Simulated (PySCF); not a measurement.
Gas-phase reaction: 4 BF(OH)2 → 2 BF2OH + 3 O + 2 B + 3 H2O

Energies from PySCF (xtb for GFN2), thermal terms from the rigid-rotor harmonic-oscillator model, ideal gas at 1 bar. † marks an energy on the PBE0/def2-TZVP geometry and frequencies; other levels use their own. MP2 freezes the core. 6-31G* has spherical d functions here. Open shells (unrestricted): O (multiplicity 3), B (multiplicity 2); the rest are closed-shell singlets. GFN2 has no spin-polarisation term. Spin-orbit splitting is ignored; it lowers the true energy and changes the entropy of O, B. B3LYP is the form with VWN-RPA correlation. BF(OH)2, BF2OH: computed as isolated molecules; such fragments, hydroxides, amides, oligomers or adducts are transient or little studied in the gas. MP2 isn't extrapolated to the basis-set limit.

```
level              ΔH°(298 K), kJ
-----------------  --------------
B3LYP/6-31G*                 3190
BLYP/def2-TZVP†                 …
GFN2-xTB                        …
M06-2X/def2-TZVP†            3255
MP2/def2-SVP†                3255
MP2/def2-TZVPP†                 …
PBE0/def2-TZVP                  …
LDA/def2-TZVP†               3770
```

Some entries are withheld; supply them.


- BLYP/def2-TZVP†, ΔH°(298 K), kJ: 3161
- GFN2-xTB, ΔH°(298 K), kJ: 4595
- MP2/def2-TZVPP†, ΔH°(298 K), kJ: 3255
- PBE0/def2-TZVP, ΔH°(298 K), kJ: 3199
